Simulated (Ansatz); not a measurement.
Geometry optimisation, Ansatz 0.2.0, RKS r2SCANh-D4/def2-SVP.

input.yaml

```yaml
crystal:
  periodic: [false, false, false]
  atoms:
    - { symbol: B, position_ang: [0.29115, -1.41107, 2.1027] }
    - { symbol: C, position_ang: [0.14036, -0.72753, 0.98807] }
    - { symbol: Al, position_ang: [-0.07812, 0.3793, -0.561] }
    - { symbol: H, position_ang: [-0.04057, -1.34971, 0.11157] }
    - { symbol: H, position_ang: [0.71462, 1.6924, -0.81184] }
basis:
  gaussian: { orbitals: def2-SVP }
hamiltonian:
  xc: r2scanh
  dispersion: d4
relax:
  f_tol: 0.02
  max_steps: 50
```

Launched with:

```bash
$ ansatz run input.yaml --threads 1 --pin off --max-ram 2048MiB --backend cpu --events-out ev --progress --plain --runs-dir out
```

Question: Where does it end, and by what steps?

Answer: It converged. After 16 steps the energy has fallen by 3.426 eV; Al3 moved furthest, 1.01 Å. Parted: Al3–H4. Joined: B1–Al3.

| step | energy less start (eV) | largest force component (eV/Å) | accepted |
| --- | --- | --- | --- |
| 0 | 0.0000 | 6.431 | yes |
| 1 | -0.8855 | 3.780 | yes |
| 2 | -1.4000 | 0.958 | yes |
| 3 | -1.5267 | 0.982 | yes |
| 4 | -1.6292 | 0.888 | yes |
| 5 | -1.6832 | 0.229 | yes |
| 6 | -1.7125 | 0.210 | yes |
| 7 | -1.7443 | 1.113 | yes |
| 8 | -1.8637 | 2.854 | yes |
| 9 | -2.5204 | 4.005 | yes |
| 10 | -3.1740 | 1.967 | yes |
| 11 | -3.2682 | 1.677 | yes |
| 12 | -3.4109 | 0.882 | yes |
| 13 | -3.4223 | 0.318 | yes |
| 14 | -3.4255 | 0.038 | yes |
| 15 | -3.4254 | 0.031 | no |
| 16 | -3.4257 | 0.007 | yes |

```xyz
5
Properties=species:S:1:pos:R:3
B 0.344 -0.515 1.771
C 0.018 -1.258 0.650
Al 0.416 0.681 0.269
H -0.264 -2.092 0.010
H 0.512 1.767 -0.870
```

Time of the run: 22 s on 1 CPU thread of a shared host.
